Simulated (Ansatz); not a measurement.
Input file:

```yaml
crystal:
  periodic: [false, false, false]
  atoms:
    - {symbol: W, position_ang: [0.000000, 0.000000, 0.000000]}
    - {symbol: Ge, position_ang: [0.000000, 0.000000, 2.413000]}
basis:
  gaussian: {orbitals: def2-TZVPP}
magnetization: {spin_polarized: true, initial_magnetization: 6}
correlation: {method: ccsdt_q, electrons: outside_noble_gas}
```

```sh
$ ansatz run in.yaml --threads 2 --pin off --events-out ev --progress --plain --max-ram 16896MiB --backend cuda --devices 0, --max-vram 18GiB
```

Output:

```
1223 factors; integrals over basis functions are off by at most 1.3e-7 eV
mean field evaluation 1: about -58276.4696 eV, gradient 7.6e0 eV
mean field evaluation 2: about -58276.6540 eV, gradient 7.7e0 eV
mean field evaluation 4: about -58277.5577 eV, gradient 2.3e0 eV
mean field evaluation 8: about -58277.8233 eV, gradient 9.2e-1 eV
mean field evaluation 16: about -58278.0356 eV, gradient 2.4e-1 eV
mean field evaluation 32: about -58278.1568 eV, gradient 2.5e-2 eV
mean field evaluation 64: about -58277.6692 eV, gradient 7.1e-1 eV
mean field evaluation 96: about -58276.2546 eV, gradient 1.5e0 eV
mean field evaluation 128: about -58278.1549 eV, gradient 2.5e-1 eV
mean field evaluation 160: about -58278.0315 eV, gradient 4.5e-1 eV
...
cycle  21  -5.81992382 eV  change   -1.8e-5 eV  update   2.1e-5
cycle  22  -5.81992419 eV  change   -3.7e-7 eV  update   1.6e-5
cycle  23  -5.81992359 eV  change    6.0e-7 eV  update   1.1e-5
cycle  24  -5.81992381 eV  change   -2.2e-7 eV  update   6.9e-6
cycle  25  -5.81992435 eV  change   -5.4e-7 eV  update   4.8e-6
cycle  26  -5.81992873 eV  change   -4.4e-6 eV  update   3.7e-6
cycle  27  -5.81993339 eV  change   -4.7e-6 eV  update   2.7e-6
cycle  28  -5.81993562 eV  change   -2.2e-6 eV  update   1.7e-6
cycle  29  -5.81993687 eV  change   -1.3e-6 eV  update   9.9e-7
cycle  30  -5.81993738 eV  change   -5.0e-7 eV  update   6.3e-7
perturbative correction -0.03581980 eV, -0.0013163533 hartree
Total energy: -58283.89475603 eV, -2141.8936260414 hartree
```

Ran on 2 threads of AMD EPYC 7R13 with a shared H100 80 GB, shared host: 28 s wall, 1.1 GiB peak host memory.
